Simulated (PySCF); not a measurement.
Gas-phase reaction: 2 CH₃SiH₂ + C₄H₈ (cis-2-butene) + 2 CH₃ → 2 Si(CH₃)₄

Method: PySCF energies (xtb for GFN2) plus ideal-gas RRHO corrections (1 bar). S°(298 K) at PBE0/def2-TZVP differs from the NASA 1993 table for C₄H₈ (cis-2-butene) (-6 J/mol/K); whether the harmonic model or the table's entry is off was not settled. † marks an energy on the PBE0/def2-TZVP geometry and frequencies; other levels use their own. MP2 freezes the core. Open shells (unrestricted): CH₃SiH₂ (multiplicity 2), CH₃ (multiplicity 2); the rest are closed-shell singlets. GFN2 has no spin-polarisation term. B3LYP is the form with VWN-RPA correlation. CH₃SiH₂: computed as isolated molecules; such fragments, hydroxides, amides, oligomers or adducts are transient or little studied in the gas. MP2 isn't extrapolated to the basis-set limit; its ΔH°(298 K) is -954.1 kJ in def2-SVP and -1019.6 kJ in def2-TZVPP. The harmonic model lacks anharmonicity and excited electronic states, which grow with temperature; levels with a mode under 35 cm⁻¹ are left out. Internal rotation in CH₃SiH₂, C₄H₈ (cis-2-butene), Si(CH₃)₄ is treated as a harmonic vibration of one conformer, which makes the entropy rough.

| level | ΔE electronic, kJ | ΔH°(298 K), kJ | ΔS°(298 K), J/K | ΔG°(1600 K), kJ |
|---|---|---|---|---|
| B3LYP/def2-TZVP† | -959 | -906 | -507 | -128 |
| BLYP/def2-TZVP† | -923 | -870 | -507 | -92 |
| GFN2-xTB | -913 | -849 | -488 | -89 |
| MP2/def2-SVP† | -1007 | -954 | -507 | -175 |
| PBE/def2-TZVP† | -998 | -946 | -507 | -167 |
| PBE0/def2-SVP† | -1006 | -953 | -507 | -175 |
| PBE0/def2-TZVP | -1012 | -959 | -507 | -180 |
| ωB97M-V/def2-TZVP† | -1074 | -1021 | -507 | -243 |
ΔH° is lowest at ωB97M-V/def2-TZVP† and highest at GFN2-xTB. No reference value is set beside these.
